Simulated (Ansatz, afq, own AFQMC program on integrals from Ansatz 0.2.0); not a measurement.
Ga, doublet → Ga, quartet

A free Ga atom.

E(quartet, charge +0) − E(doublet, charge +0) at this geometry, on UHF and UHF determinants.

Basis cc-pVDZ. Noble-gas cores (and the filled d shells of Ga–Kr and In–Xe) are frozen. Integrals, coupled cluster, full CI and functionals: Ansatz 0.2.0; the random walks run on the same integrals in our own AFQMC program. ph-AFQMC/CISD is guided by a CISD state made of CCSD amplitudes; releasing the constraint for a short imaginary time cuts its bias at the price of noise, slowly where states lie close. Free projection: walkers drawn from exp(T), propagated without any constraint. Its projection time is finite, and what remains of the start isn't in its error. ± is one standard error of the sampling. No spin–orbit coupling. The errors of all members are added in quadrature.

Full CI on the same integrals is exact in this basis and with this determinant's frozen core.

Errors are counted within cc-pVDZ, not against nature.

Cautions: inner d shell frozen; no relativity below Rb; no spin-orbit coupling; Ga (quartet): another spin lies lower.

Reference (full CI): 391.0 kJ/mol.

```tsv
level	vertical spin gap (kJ/mol)	error against FCI (kJ/mol)
HF	300.9	-90.1
MP2	360.1	-30.9
CCSD	389.1	-1.9
CCSD(T)	390.4	-0.6
ph-AFQMC/CISD	390.9 ± 0.08	-0.1 ± 0.08
released AFQMC	391.1 ± 0.06	0.1 ± 0.06
free AFQMC	391.0 ± 0.05	0.0 ± 0.05
```

Correlation beyond CCSD(T) adds 0.6 kJ/mol. The perturbative (T) step is worth +1.3 kJ/mol.

Free projections are given only where their last times agree within the noise and don't stop above the reference; a slow remainder of the start can still hide under it. A walk keeps the symmetry of its determinant, which the program's search chose and which needn't be the lowest solution, so a lower state of the same spin and another symmetry isn't excluded. Released energies are given only where the last usable release times agree within the noise; a slower fall can still hide under it.
